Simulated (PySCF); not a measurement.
**Question.** What does the PBE0-D3(BJ)/def2-TZVP structure of `CCCCl` (1-chloropropane) look like in three dimensions?

**Answer.** 
```xyz
11
C3H7Cl angstrom
C     -1.2383   -0.0776    0.4858
C      0.0105   -0.5388   -0.2489
C      1.0818    0.5261   -0.2276
Cl     2.5548    0.0016   -1.0894
H     -1.0222    0.1526    1.5324
H     -2.0077   -0.8515    0.4688
H     -1.6612    0.8205    0.0281
H      0.4057   -1.4501    0.2082
H     -0.2271   -0.7858   -1.2870
H      1.3864    0.7664    0.7913
H      0.7458    1.4414   -0.7157
```

Any rigid rotation of these coordinates is as good. Atoms count from 1 in this order. The 4 heavy atoms lie in one plane (0.001 Å rms).

Bonds between heavy atoms (Å): C1–C2 1.521, C2–C3 1.511, C3–Cl4 1.785.

Computed with PBE0-D3(BJ)/def2-TZVP geometry optimisation, gas phase (PySCF).

Point group: Cs (tolerance 0.08 Å). Whether it is a minimum is left open (no frequencies). One conformer, not necessarily the lowest (C1–C2–C3–Cl4 180°).
